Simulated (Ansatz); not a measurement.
Write a Python script for Ansatz's Python interface that makes a test of scalar relativity of OS (charge +1). Use (for the species named): PBE0, cc-pVTZ basis, multiplicity 2, D3BJ dispersion.

```yaml
atoms:
  - { symbol: S, position_ang: [0.0000, 0.0000, 0.0000] }
  - { symbol: O, position_ang: [0.0000, 0.0000, 1.6850] }
```

`os_x2c.py`:
```python
'''Scalar relativity in OS(+).'''

import ansatz as az
import numpy as np


def main() -> None:
    mol = (
        az.Crystal.molecule()
        .atom('S', (0.0, 0.0, 0.0))
        .atom('O', (0.0, 0.0, 1.685))
    )

    setup = (
        mol.calculation()
        .functional('pbe0', dispersion='d3bj')
        .charge(1)
        .spin('collinear', total=1)
        .forces()
    )
    # a set contracted for a scalar-relativistic Hamiltonian goes with the relativistic run
    sets = {'none': 'cc-pVTZ', 'scalar': 'cc-pVTZ-DK'}
    found = {kind: setup.basis(gaussian=basis).pseudopotentials(relativity=kind).run(threads=1, pin='off').report for kind, basis in sets.items()}
    for kind, each in found.items():
        dipole = 4.803205 * np.linalg.norm(each['charge_distribution']['dipole_moment_e_ang'])
        print(f'{kind:7s} E = {each["free_energy_ev"]:.4f} eV  dipole {dipole:.3f} D  largest force component {np.abs(each["forces_ev_ang"]).max():.4f} eV/A')
    print(f'relativity lowers the total energy by {found["none"]["free_energy_ev"] - found["scalar"]["free_energy_ev"]:.3f} eV')


if __name__ == '__main__':
    main()
```

```console
$ python os_x2c.py
none    E = -12864.1617 eV  dipole 2.322 D  largest force component 7.3382 eV/A
scalar  E = -12895.2579 eV  dipole 2.329 D  largest force component 7.3061 eV/A
relativity lowers the total energy by 31.096 eV
```

Notes:
- Total energies depend on the basis set; only differences at equal settings carry meaning.
- The geometry is a force-field or estimated start, not a minimum of this method. The basis set changes with the Hamiltonian (a set recontracted for scalar relativity), and most of the change in the total lies in the cores.
- The run takes the species as open-shell (spin multiplicity 2), which needn't be its ground state.
- The expectation value of S² is noticeably off S(S+1) in at least one run, so that state is spin-contaminated.
- An ion's dipole depends on the origin; the program takes it about the centre of nuclear charge.
- The spin state was assumed, and another may lie lower.
- Run time: 9.6 s on 1 thread of Arm Neoverse N1, with other jobs on the host, peak memory 0.19 GiB.
